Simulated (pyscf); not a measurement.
# Hydrogen abstraction: `[CH3][InH][CH3]` + `[H]` [doublet] -> `[CH2][InH][CH3]` [doublet] + `[H][H]`

Gas phase, doublet surface, charge 0. Bonds broken: C3–H8. Bonds formed: H4–H8. PySCF, gas phase, ωB97X-D3(BJ)/def2-SVP geometries.

Transition state (Å):

```xyz
11

C     -1.7223     2.2160     1.9285
In    -0.2103     1.2410     0.7399
C     -0.6191    -0.6885    -0.1184
H     -1.6490    -0.3610    -2.1491
H     -2.5726     1.5487     2.1317
H     -2.0968     3.1068     1.3986
H      1.3146     1.9922     0.4027
H     -1.2209    -0.4135    -1.3081
H      0.2293    -1.3015    -0.4558
H     -1.3930    -1.3085     0.3582
H     -1.3006     2.5569     2.8871
```

One imaginary mode, 1467i cm⁻¹; descent along it reached the two sides named.

| bond | change | reactant side (Å) | saddle | product side |
|---|---|---|---|---|
| C3–H8 | breaks | 1.102 | 1.361 | 3.2 |
| H4–H8 | forms | 3.2 | 0.945 | 0.762 |

Electronic energies relative to the separated reactants (kcal/mol):

```
level                   barrier  reaction energy  reverse barrier
----------------------  -------  ---------------  ---------------
ωB97X-D3(BJ)/def2-TZVP     10.1             -1.8             11.9
PBE/def2-TZVP               5.2             -0.6              5.8
r²SCAN/def2-TZVP            3.8             -5.3              9.1
B3LYP-D3(BJ)/def2-TZVP      4.7             -5.0              9.6
PBE0-D3(BJ)/def2-TZVP       7.5             -0.6              8.1
M06-2X/def2-TZVP           11.3             -2.5             13.8
ωB97M-D3(BJ)/def2-TZVP     10.1             -1.8             11.9
HF/def2-TZVP               20.2             -4.4             24.5
```

With ωB97M-D3(BJ)/def2-TZVP energies and thermal terms (ideal gas, 1 atm, RRHO with modes under 100 cm⁻¹ raised to 100, one conformer, R ln 2 for chiral ones without a mode under 150 cm⁻¹), in kcal/mol:

| T (K) | ΔH‡ | ΔG‡ | ΔH | ΔG |
|---|---|---|---|---|
| 298 | 7.7 | 14.7 | -3.2 | -4.3 |
| 600 | 7.4 | 22.0 | -2.9 | -5.6 |
| 900 | 7.3 | 29.3 | -3.0 | -6.9 |
| 1200 | 7.3 | 36.7 | -3.4 | -8.2 |

•H₂C–InH–CH₃ lies 31.8 kcal/mol over its isomer [H₃C–In–CH₃]• (electronic energy, ωB97M-D3(BJ)/def2-TZVP). One saddle was located; it need not be the lowest between these sides. The angle at the transferred H is 172°. Elements past Kr carry the def2 core potentials, without spin-orbit coupling.
